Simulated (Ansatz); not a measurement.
```xyz
7

C    -0.281    0.486    1.205
C     0.000    0.007    0.030
C     0.318   -0.493   -1.126
F    -0.404   -0.266   -2.236
H    -0.920   -0.054    1.897
H     0.109    1.446    1.532
H     1.179   -1.127   -1.302
```

The species carries charge 0 and has multiplicity 1.

(1) List the ωB97M-V/def2-TZVPP orbital energies in eV (Ansatz). (Estimate.)

## Answers

(1) Computed: Occupied: -677.87, -283.89, -282.19, -282.10, -36.95, -25.27, -22.74, -18.63, -17.23, -16.34, -15.88, -15.13, -13.48, -10.74, -9.73. Lowest empty: 1.51, 2.56, 3.43, 4.03, 5.02, 5.50, 6.06, 6.82.
